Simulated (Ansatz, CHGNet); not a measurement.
Lattice parameter a (Å) of solids drawn from the class of halides, at two levels: the machine-learned potential CHGNet-r²SCAN (trained on r²SCAN data), and PBE (Ansatz, an electronic-structure program, PAW).

```csv
solid,CHGNet-r²SCAN,PBE
fluorite CdF2,5.406,5.481
fluorite SrCl2,7.007,7.041
cubic perovskite KMgF3,3.976,4.054
"Cs2AgBiBr6 (Fm-3m, No. 225)",11.356,11.481
cubic perovskite KZnF3,4.048,4.128
rock-salt AgCl,5.535,?
```

Task: Estimate the withheld PBE value from the other rows.

Result: One way: carry over the typical ratio. The ratios PBE / CHGNet-r²SCAN of the other rows, in order: 1.0049, 1.0110, 1.0139, 1.0196, 1.0198; median 1.0139. Rock-salt AgCl: 5.535 × 1.0139 = 5.612 Å; the run gives 5.612 Å. The ratios spread from 1.0049 to 1.0198, so such an estimate is rough.

Over all 6 rows PBE is the larger in 6.

Database compounds that came out metallic weren't drawn.

Ansatz's runs of these crystals have no spin polarisation.

Spin–orbit coupling is left out, also for the solids with elements from indium on (Cs2AgBiBr6); its size isn't shown.

Ansatz's density-functional and Hartree–Fock values are scalar-relativistic unless marked +SOC, with PAW data made under PBE.
